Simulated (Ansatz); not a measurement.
in.yaml

```yaml
crystal:
  periodic: [false, false, false]
  atoms:
    - {symbol: Al, position_ang: [0.000000, 0.000000, 1.052105]}
    - {symbol: C, position_ang: [0.000000, 0.000000, -2.786072]}
    - {symbol: H, position_ang: [0.000000, 2.789602, 2.517644]}
    - {symbol: H, position_ang: [0.000000, -2.789602, 2.517644]}
basis:
  gaussian: {orbitals: 6-31G}
magnetization: {spin_polarized: false, initial_magnetization: 3}
correlation: {method: ccsd_t, electrons: outside_noble_gas}
```

```sh
$ ansatz run in.yaml --threads 1 --pin off --events-out ev --progress --plain --max-ram 2393MiB
```

Roughly how long does this take on 1 thread of Intel Xeon, shared host, and how much host memory?

59 s wall and 0.09 GiB.

```
331 factors; integrals over basis functions are off by at most 1.9e-4 eV
mean field evaluation 1: about -7630.1003 eV, gradient 1.0e1 eV
mean field evaluation 2: about -7630.1069 eV, gradient 1.0e1 eV
mean field evaluation 4: about -7631.4309 eV, gradient 5.1e0 eV
mean field evaluation 8: about -7631.7699 eV, gradient 4.8e-1 eV
mean field evaluation 16: about -7631.7895 eV, gradient 2.4e-2 eV
mean field evaluation 32: about -7632.8257 eV, gradient 1.7e-2 eV
mean field evaluation 64: about -7631.7895 eV, gradient 1.2e-2 eV
mean field evaluation 96: about -7629.5897 eV, gradient 4.3e0 eV
mean field evaluation 128: about -7632.8077 eV, gradient 1.4e-1 eV
mean field evaluation 160: about -7630.6877 eV, gradient 2.6e-1 eV
...
cycle  17  -4.26157015 eV  change   -1.1e-4 eV  update   8.6e-5
cycle  18  -4.26162340 eV  change   -5.3e-5 eV  update   5.6e-5
cycle  19  -4.26162463 eV  change   -1.2e-6 eV  update   3.5e-5
cycle  20  -4.26160498 eV  change    2.0e-5 eV  update   2.0e-5
cycle  21  -4.26163045 eV  change   -2.5e-5 eV  update   1.0e-5
cycle  22  -4.26164146 eV  change   -1.1e-5 eV  update   6.3e-6
cycle  23  -4.26164131 eV  change    1.5e-7 eV  update   3.6e-6
cycle  24  -4.26163545 eV  change    5.9e-6 eV  update   2.4e-6
cycle  25  -4.26163343 eV  change    2.0e-6 eV  update   1.2e-6
cycle  26  -4.26163337 eV  change    5.5e-8 eV  update   7.2e-7
perturbative correction -0.10114210 eV, -0.0037169036 hartree
WARN: these amplitudes may be one of several solutions (largest doubles amplitude 0.23, level shift 5.56 eV)
Total energy: -7636.15223407 eV, -280.6234186323 hartree
```

For the same geometry and basis UCCSDT(Q) lies 47.2 meV lower.
